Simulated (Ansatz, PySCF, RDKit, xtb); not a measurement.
Complex: CH4 (SMILES C) (first 5 atoms) with HF (SMILES F); geometry from A24 set.
(charge 0, multiplicity 1):
```xyz
7

C      0.000     0.000     1.771
H      0.516    -0.894     1.420
H      0.000     0.000     2.858
H      0.516     0.894     1.420
H     -1.032     0.000     1.420
H      0.000     0.000    -0.549
F      0.000     0.000    -1.468
```

Counterpoise-corrected where a basis set is named; no monomer relaxation. Rows marked so take none. RDKit's UFF carries no charges.

Rows in 3-21G carry no dispersion term and start afresh at each structure.

Codes used: Ansatz (Gaussian orbitals); PySCF for 3-21G rows; RDKit for the force fields; xtb for the GFN methods. Each number belongs to the level named beside it.

One of these levels gives 5.65 kcal/mol for the interaction energy. Name it.
A. BHLYP/def2-TZVPPD
B. UFF
C. HF/3-21G (no counterpoise)
D. GFN-FF

B, UFF. The others give 0.53 (GFN-FF), -0.82 (HF/3-21G (no counterpoise)), -1.26 (BHLYP/def2-TZVPPD)

Ansatz is a program for electronic structure.
